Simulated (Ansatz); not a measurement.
Potential energy curve for H2O, SMILES O. The O1–H3 bond (O1 also carries H; H3 carries nothing else) is stretched with both fragments frozen at the PBE0/def2-TZVP optimised geometry.

Calculation: unrestricted PBE0/cc-pVDZ (Ansatz, a first-principles code).

The batch members p0 to p11 hold the bond at 0.77, 0.83, 0.86, 0.91, 0.93, 0.96, 1.00, 1.01, 1.05, 1.12, 1.20, 1.30 Å.

Ansatz input:

Ansatz 0.2 input:
```yaml
# input.yaml
basis:
  gaussian: { orbitals: cc-pvdz }
hamiltonian:
  xc: pbe0
batch:
  members: [p0.yaml, p1.yaml, p2.yaml, p3.yaml, p4.yaml, p5.yaml, p6.yaml, p7.yaml, p8.yaml, p9.yaml, p10.yaml, p11.yaml]

# p6.yaml, one of the 12 members of this batch
crystal:
  periodic: [false, false, false]
  atoms:
    - { symbol: O, position_ang: [0.0, 0.0, 0.0] }
    - { symbol: H, position_ang: [0.0, 0.92655357, -0.24939179] }
    - { symbol: H, position_ang: [0.0, 0.0, 1.0] }
total_charge: 0
magnetization:
  spin_polarized: true
```

Lines of the output on each member:

```
Member 3: Total energy: -2077.20004433 eV, -76.3356936524 hartree
Member 6: Total energy: -2077.25248241 eV, -76.3376207163 hartree
Member 1: Total energy: -2076.63376096 eV, -76.3148831224 hartree
Member 5: Total energy: -2077.28504222 eV, -76.3388172672 hartree
Member 2: Total energy: -2076.92289462 eV, -76.3255085885 hartree
Member 4: Total energy: -2077.25360454 eV, -76.3376619538 hartree
Member 7: Total energy: -2077.23332263 eV, -76.3369166072 hartree
Member 0: Total energy: -2075.67815931 eV, -76.2797654095 hartree
Member 8: Total energy: -2077.12110351 eV, -76.3327926309 hartree
Member 10: Total energy: -2076.38218504 eV, -76.3056378779 hartree
Member 9: Total energy: -2076.82189024 eV, -76.3217967460 hartree
Member 11: Total energy: -2075.76591835 eV, -76.2829904948 hartree
```

The unrestricted determinant behind UKS-PBE0 is spin-contaminated at 1.71 to 3.40 Å (<S²> up to 1.0, against 0.00 for a pure singlet).
